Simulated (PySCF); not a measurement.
# Electron affinity of O by level of theory

O⁻ [He] 2s2 2p5 (2P) → O [He] 2s2 2p4 (3P), as a difference of total energies. Computed with PySCF 2.14 in aug-cc-pCVTZ-DK, with the spin-free X2C one-electron Hamiltonian (Gaussian nucleus). Correlated levels: valence: 1s2 frozen; valence and next inner shell: nothing frozen. The calculations carry no spin-orbit coupling.

| method | electron affinity (eV) | error (eV) |
| --- | --- | --- |
| UHF | -0.572 | -2.033 |
| LDA | 2.049 | +0.588 |
| PBE | 1.762 | +0.301 |
| PBE0 | 1.380 | -0.081 |
| r2SCAN | 1.508 | +0.047 |
| revPBE | 1.662 | +0.201 |
| BP86 | 1.897 | +0.436 |
| r2SCANh | 1.397 | -0.064 |
| PW91 | 1.815 | +0.354 |
| MP2 (valence) | 1.414 | -0.047 |
| SCS-MP2 (valence) | 1.380 | -0.081 |
| MP2 (valence and next inner shell) | 1.417 | -0.044 |
| SCS-MP2 (valence and next inner shell) | 1.380 | -0.081 |

Reference: 1.461 eV (measured; photodetachment measurements, as compiled on the Wikipedia data page of electron affinities).

Errors of the correlated levels include the incompleteness of this basis and the frozen core.

A negative affinity means that the anion lies above the atom at that level of theory.

In the anion the highest occupied orbital energy is positive at LDA, PBE, PBE0, r2SCAN, revPBE, BP86, r2SCANh, PW91, a self-interaction effect; the basis confines that electron, and the energy difference can still be sensible.
